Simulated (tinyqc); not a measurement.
Worked calculation: UHF in the sto-3g basis, for H2O+, spin multiplicity 2. One step of it, computed by the program tinyqc.

Task: Iteration 1: building the Fock matrix. J_ij = sum D_kl (ij|kl) with D = D(alpha) + D(beta), K_ij = sum D_kl (ik|jl) for each spin; F = H + J - K(s); E = tr D H + tr D J / 2 - 0.5 sum_s tr D(s) K(s) + E_nn.

D(alpha) at the start, lower triangle:
```
,1O 1s,1O 2s,1O 2px,1O 2py,1O 2pz,2H 1s,3H 1s
1O 1s,1.044617
1O 2s,-0.190350,0.826375
1O 2px,0.000000,0.000000,1.000000
1O 2py,0.000000,0.000000,0.000000,0.897197
1O 2pz,0.029415,-0.108841,0.000000,0.000000,0.950705
2H 1s,-0.051975,0.156396,0.000000,0.108424,0.058245,0.049607
3H 1s,-0.051975,0.156396,0.000000,-0.108424,0.058245,0.023401,0.049607
```

D(beta) at the start, lower triangle:
```
,1O 1s,1O 2s,1O 2px,1O 2py,1O 2pz,2H 1s,3H 1s
1O 1s,1.044617
1O 2s,-0.190350,0.826375
1O 2px,0.000000,0.000000,0.000000
1O 2py,0.000000,0.000000,0.000000,0.897197
1O 2pz,0.029415,-0.108841,0.000000,0.000000,0.950705
2H 1s,-0.051975,0.156396,0.000000,0.108424,0.058245,0.049607
3H 1s,-0.051975,0.156396,0.000000,-0.108424,0.058245,0.023401,0.049607
```

core Hamiltonian H = T + V (hartree), lower triangle:
```
,1O 1s,1O 2s,1O 2px,1O 2py,1O 2pz,2H 1s,3H 1s
1O 1s,-32.387387
1O 2s,-7.533857,-9.015392
1O 2px,0.000000,0.000000,-7.188696
1O 2py,0.000000,0.000000,0.000000,-7.246886
1O 2pz,-0.009798,-0.122953,0.000000,0.000000,-7.230620
2H 1s,-0.658127,-1.751588,0.000000,-1.059118,-0.922709,-3.786684
3H 1s,-0.658127,-1.751588,0.000000,1.059118,-0.922709,-0.524545,-3.786684
```

Two-electron integrals (ij|kl) in chemists' order, unique and non-zero (hartree):
```
i,j,k,l,(ij|kl)
1,1,1,1,4.785065
2,1,1,1,0.741380
2,1,2,1,0.136873
2,2,1,1,1.118947
2,2,2,1,0.256633
2,2,2,2,0.817206
3,1,3,1,0.024477
3,2,3,1,0.037809
3,2,3,2,0.180518
3,3,1,1,1.115814
3,3,2,1,0.256684
3,3,2,2,0.817023
3,3,3,3,0.880159
4,1,4,1,0.024477
4,2,4,1,0.037809
4,2,4,2,0.180518
4,3,4,3,0.047444
4,4,1,1,1.115814
4,4,2,1,0.256684
4,4,2,2,0.817023
4,4,3,3,0.785270
4,4,4,4,0.880159
5,1,5,1,0.024477
5,2,5,1,0.037809
5,2,5,2,0.180518
5,3,5,3,0.047444
5,4,5,4,0.047444
5,5,1,1,1.115814
5,5,2,1,0.256684
5,5,2,2,0.817023
5,5,3,3,0.785270
5,5,4,4,0.785270
5,5,5,5,0.880159
6,1,1,1,0.064843
6,1,2,1,0.011885
6,1,2,2,0.022194
6,1,3,3,0.022155
6,1,4,1,0.000390
6,1,4,2,0.000741
6,1,4,4,0.022225
6,1,5,1,0.000331
6,1,5,2,0.000629
6,1,5,4,0.000059
6,1,5,5,0.022205
6,1,6,1,0.001044
6,2,1,1,0.188099
6,2,2,1,0.043817
6,2,2,2,0.158522
6,2,3,3,0.155685
6,2,4,1,0.002466
6,2,4,2,0.020460
6,2,4,4,0.160538
6,2,5,1,0.002093
6,2,5,2,0.017366
6,2,5,4,0.004119
6,2,5,5,0.159181
6,2,6,1,0.003883
6,2,6,2,0.041173
6,3,3,1,0.004194
6,3,3,2,0.025809
6,3,4,3,0.004036
6,3,5,3,0.003426
6,3,6,3,0.005340
6,4,1,1,0.113686
6,4,2,1,0.026791
6,4,2,2,0.103606
6,4,3,3,0.099178
6,4,4,1,0.005478
6,4,4,2,0.038078
6,4,4,4,0.110209
6,4,5,1,0.001089
6,4,5,2,0.010414
6,4,5,4,0.005937
6,4,5,5,0.101310
6,4,6,1,0.002456
6,4,6,2,0.032804
6,4,6,4,0.031217
6,5,1,1,0.096497
6,5,2,1,0.022740
6,5,2,2,0.087941
6,5,3,3,0.084183
6,5,4,1,0.001089
6,5,4,2,0.010414
6,5,4,4,0.086694
6,5,5,1,0.005119
6,5,5,2,0.034648
6,5,5,4,0.006167
6,5,5,5,0.092844
6,5,6,1,0.002084
6,5,6,2,0.027844
6,5,6,4,0.021964
6,5,6,5,0.023983
6,6,1,1,0.383265
6,6,2,1,0.090656
6,6,2,2,0.378157
6,6,3,3,0.365371
6,6,4,1,0.005472
6,6,4,2,0.064759
6,6,4,4,0.387458
6,6,5,1,0.004645
6,6,5,2,0.054967
6,6,5,4,0.018748
6,6,5,5,0.381284
6,6,6,1,0.008059
6,6,6,2,0.135077
6,6,6,4,0.123413
6,6,6,5,0.104753
6,6,6,6,0.774606
7,1,1,1,0.064843
7,1,2,1,0.011885
7,1,2,2,0.022194
7,1,3,3,0.022155
7,1,4,1,-0.000390
7,1,4,2,-0.000741
7,1,4,4,0.022225
7,1,5,1,0.000331
7,1,5,2,0.000629
7,1,5,4,-0.000059
7,1,5,5,0.022205
7,1,6,1,0.001030
7,1,6,2,0.003775
7,1,6,4,0.002225
7,1,6,5,0.002030
7,1,6,6,0.007811
7,1,7,1,0.001044
7,2,1,1,0.188099
7,2,2,1,0.043817
7,2,2,2,0.158522
7,2,3,3,0.155685
7,2,4,1,-0.002466
7,2,4,2,-0.020460
7,2,4,4,0.160538
7,2,5,1,0.002093
7,2,5,2,0.017366
7,2,5,4,-0.004119
7,2,5,5,0.159181
7,2,6,1,0.003775
7,2,6,2,0.032056
7,2,6,4,0.017992
7,2,6,5,0.021051
7,2,6,6,0.083357
7,2,7,1,0.003883
7,2,7,2,0.041173
7,3,3,1,0.004194
7,3,3,2,0.025809
7,3,4,3,-0.004036
7,3,5,3,0.003426
7,3,6,3,0.003989
7,3,7,3,0.005340
7,4,1,1,-0.113686
7,4,2,1,-0.026791
7,4,2,2,-0.103606
7,4,3,3,-0.099178
7,4,4,1,0.005478
7,4,4,2,0.038078
7,4,4,4,-0.110209
7,4,5,1,-0.001089
7,4,5,2,-0.010414
7,4,5,4,0.005937
7,4,5,5,-0.101310
7,4,6,1,-0.002225
7,4,6,2,-0.017992
7,4,6,4,-0.006472
7,4,6,5,-0.011641
7,4,6,6,-0.044759
7,4,7,1,-0.002456
7,4,7,2,-0.032804
7,4,7,4,0.031217
7,5,1,1,0.096497
7,5,2,1,0.022740
7,5,2,2,0.087941
7,5,3,3,0.084183
7,5,4,1,-0.001089
7,5,4,2,-0.010414
7,5,4,4,0.086694
7,5,5,1,0.005119
7,5,5,2,0.034648
7,5,5,4,-0.006167
7,5,5,5,0.092844
7,5,6,1,0.002030
7,5,6,2,0.021051
7,5,6,4,0.011641
7,5,6,5,0.017608
7,5,6,6,0.059307
7,5,7,1,0.002084
7,5,7,2,0.027844
7,5,7,4,-0.021964
7,5,7,5,0.023983
7,6,1,1,0.050446
7,6,2,1,0.011881
7,6,2,2,0.047441
7,6,3,3,0.046277
7,6,4,4,0.047062
7,6,5,1,0.000834
7,6,5,2,0.008621
7,6,5,5,0.048935
7,6,6,1,0.001044
7,6,6,2,0.012708
7,6,6,4,0.008925
7,6,6,5,0.009719
7,6,6,6,0.046979
7,6,7,1,0.001044
7,6,7,2,0.012708
7,6,7,4,-0.008925
7,6,7,5,0.009719
7,6,7,6,0.005358
7,7,1,1,0.383265
7,7,2,1,0.090656
7,7,2,2,0.378157
7,7,3,3,0.365371
7,7,4,1,-0.005472
7,7,4,2,-0.064759
7,7,4,4,0.387458
7,7,5,1,0.004645
7,7,5,2,0.054967
7,7,5,4,-0.018748
7,7,5,5,0.381284
7,7,6,1,0.007811
7,7,6,2,0.083357
7,7,6,4,0.044759
7,7,6,5,0.059307
7,7,6,6,0.252585
7,7,7,1,0.008059
7,7,7,2,0.135077
7,7,7,4,-0.123413
7,7,7,5,0.104753
7,7,7,6,0.046979
7,7,7,7,0.774606
```

nuclear repulsion = 6.43025076 hartree

Give: Coulomb J; exchange K(alpha); exchange K(beta); F(alpha); F(beta); total energy of this density.

Result:

Coulomb J (hartree), lower triangle:
```
,1O 1s,1O 2s,1O 2px,1O 2py,1O 2pz,2H 1s,3H 1s
1O 1s,16.954
1O 2s,3.177,7.729
1O 2px,0.000,0.000,7.656
1O 2py,0.000,0.000,0.000,7.753
1O 2pz,-0.007,-0.016,0.000,0.000,7.755
2H 1s,0.276,1.461,0.000,0.946,0.803,3.470
3H 1s,0.276,1.461,0.000,-0.946,0.803,0.432,3.470
```

exchange K(alpha) (hartree), lower triangle:
```
,1O 1s,1O 2s,1O 2px,1O 2py,1O 2pz,2H 1s,3H 1s
1O 1s,4.893
1O 2s,0.857,1.343
1O 2px,0.000,0.000,1.147
1O 2py,0.000,0.000,0.000,1.117
1O 2pz,0.002,-0.040,0.000,0.000,1.135
2H 1s,0.076,0.310,0.000,0.184,0.146,0.208
3H 1s,0.076,0.310,0.000,-0.184,0.146,0.077,0.208
```

exchange K(beta) (hartree), lower triangle:
```
,1O 1s,1O 2s,1O 2px,1O 2py,1O 2pz,2H 1s,3H 1s
1O 1s,4.869
1O 2s,0.819,1.163
1O 2px,0.000,0.000,0.267
1O 2py,0.000,0.000,0.000,1.070
1O 2pz,0.002,-0.040,0.000,0.000,1.088
2H 1s,0.072,0.284,0.000,0.180,0.142,0.203
3H 1s,0.072,0.284,0.000,-0.180,0.142,0.073,0.203
```

F(alpha) (hartree), lower triangle:
```
,1O 1s,1O 2s,1O 2px,1O 2py,1O 2pz,2H 1s,3H 1s
1O 1s,-20.327
1O 2s,-5.213,-2.630
1O 2px,0.000,0.000,-0.679
1O 2py,0.000,0.000,0.000,-0.611
1O 2pz,-0.019,-0.099,0.000,0.000,-0.611
2H 1s,-0.458,-0.600,0.000,-0.297,-0.266,-0.525
3H 1s,-0.458,-0.600,0.000,0.297,-0.266,-0.169,-0.525
```

F(beta) (hartree), lower triangle:
```
,1O 1s,1O 2s,1O 2px,1O 2py,1O 2pz,2H 1s,3H 1s
1O 1s,-20.302
1O 2s,-5.176,-2.449
1O 2px,0.000,0.000,0.201
1O 2py,0.000,0.000,0.000,-0.564
1O 2pz,-0.019,-0.099,0.000,0.000,-0.563
2H 1s,-0.454,-0.575,0.000,-0.293,-0.263,-0.520
3H 1s,-0.454,-0.575,0.000,0.293,-0.263,-0.165,-0.520
```

total energy of this density = -74.22958 hartree
